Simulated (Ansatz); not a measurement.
**Abstraction of Cl: SiH2(SiH3)Cl + C3H5 → SiH3(SiH2) + C3H5Cl**

Species: SiH2(SiH3)Cl, singlet; C3H5 `C=[C]C`, doublet; SiH3(SiH2), doublet; C3H5Cl (2-chloropropene) `C=C(C)Cl`, singlet. A radical takes Cl: the energy is the difference in strength between the Si–Cl bond broken and the C–Cl bond made.

Shapes, held fixed at every level: PBE0-D4/def2-TZVP. Programs: Ansatz 0.2.0. The zero-point and thermal change to 298 K, harmonic and unscaled (PBE0-D4/def2-TZVP), is +3.1 kJ/mol.

```
               level                    kind  ΔH(298 K) (kJ/mol)
   PBE-D4/def2-TZVPP                     GGA               +38.0
r2SCAN-D4/def2-TZVPP                meta-GGA               +53.1
 B3LYP-D4/def2-TZVPP           global hybrid               +52.3
  PBE0-D4/def2-TZVPP           global hybrid               +44.9
  wB97M-V/def2-TZVPP  range-separated hybrid               +51.9
  wB97X-V/def2-TZVPP  range-separated hybrid               +52.8
   B2PLYP/def2-TZVPP           double hybrid               +51.3
```

B2PLYP/def2-TZVPP gives ΔH(298 K) = +51.3 kJ/mol; the levels span +38.0 to +53.1. The median of the levels is +51.9. No measured value is set beside it here. Spin contamination: C3H5 (⟨S²⟩ up to 0.91). Open shells run unrestricted unless RO is named.
